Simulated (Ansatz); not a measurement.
`CC(F)(S)S`, relaxed with RKS PBE-D4/def2-SVP in Ansatz 0.2.0 from a rough embedded geometry. The force threshold is 0.03 eV/Å; the program also tests the step.

Charge 0, multiplicity 1.

Start:

```xyz
10

C    -0.012   -0.059   -1.111
C    -0.332   -0.110    0.429
F    -1.681    0.087    0.604
S     0.110   -1.634    1.158
S     0.563    1.226    1.255
H     1.028   -0.262   -1.265
H    -0.323    0.880   -1.513
H    -0.613   -0.829   -1.564
H     1.464   -1.499    1.168
H    -0.203    2.200    0.838
```

Question: By how much does the energy fall, and how many steps does the optimiser take? (An estimate is asked.)

Answer: Computed: 39.62 kJ/mol, in 5 steps.

Question: Which bonds change most? (Best estimate.)

Answer: The calculation gave: C2–S4 from 1.747 to 1.861 Å; S5–H10 from 1.308 to 1.368 Å; C1–C2 from 1.573 to 1.519 Å; C1–H7 from 1.067 to 1.110 Å.

Question: Give the relaxed structure. (Best estimate.)

Answer: Computed: 
```xyz
10

C    -0.039   -0.043   -1.032
C    -0.375   -0.089    0.449
F    -1.752   -0.047    0.580
S     0.119   -1.687    1.264
S     0.411    1.254    1.425
H     1.054   -0.096   -1.195
H    -0.419    0.903   -1.471
H    -0.529   -0.895   -1.542
H     1.441   -1.565    0.963
H     0.089    2.264    0.559
```
